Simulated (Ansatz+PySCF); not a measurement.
Values are calculated unless marked as measured or tabulated.
## Ansatz (development build ahead of 0.2.0) run

```yaml
crystal:
  periodic: [false, false, false]
  atoms:
    - { symbol: "N", position_ang: [-0.03333, 0.0, 0.0] }
    - { symbol: "N", position_ang: [1.19487, 0.0, 0.0] }
    - { symbol: H, position_ang: [1.66164, 0.93664, 0.0] }
basis:
  gaussian: { orbitals: cc-pVTZ }
magnetization:
  spin_polarized: true
  initial_magnetization: 1
hamiltonian:
  xc: hf
correlation:
  method: mp2
  frozen_orbitals: { H: 0, "N": 1 }
output:
  forces: true
```

The input is written out in the form of the current development build from the run's settings.

Output:

- Converged: yes
- Reference energy: -109.46344 hartree
- Correlation energy: -0.34485 hartree
- Total energy: -109.80829 hartree
- Spin squared of the determinant: 1.029
- Stability test: minimum
- Occupied orbitals by symmetry in an Abelian subgroup (alpha; beta): 7 A' 1 A''; 6 A' 1 A''

Forces (eV/Å):
| atom | Fx | Fy | Fz |
| --- | --- | --- | --- |
| N1 | 10.116 | 0.261 | 0.000 |
| N2 | -9.642 | 0.005 | 0.000 |
| H3 | -0.474 | -0.265 | 0.000 |

Caution: the unrestricted determinant is spin contaminated; forces differ strongly between restricted and unrestricted references.
